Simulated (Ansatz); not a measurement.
System: hydrogen fluoride, HF, net charge 0, singlet state. SMILES: F
Coordinates optimised at B3LYP-D3(BJ)/def2-TZVP (Ansatz, an electronic-structure program):
```xyz
2

F      0.0000     0.0000    -0.0925
H      0.0000     0.0000     0.8321
```

Property: vertical ionisation energy (to the doublet state of charge +1; each state is the SCF solution reached for its spin), in eV. Valence correlation only, unless marked. Open shells are spin-unrestricted. Spin-orbit coupling is left out. Non-relativistic. Basis-set limits of correlation are two-point, X^-3; Hartree-Fock from the larger set.

CCSD(T)/CBS(aug-cc-pVTZ,aug-cc-pVQZ) (Ansatz) gives 16.25 eV.

Q: Another calculation gave 16.31 eV. Which level was it?
A. SVWN5/def2-TZVPD (Ansatz)
B. CAM-B3LYP/def2-TZVPD (Ansatz)
C. wB97M-V/def2-TZVPD (Ansatz)
D. BHLYP/def2-TZVPD (Ansatz)

A: B, CAM-B3LYP/def2-TZVPD (Ansatz). The others give 16.73 (SVWN5), 15.85 (BHLYP), 16.11 (wB97M-V) eV.
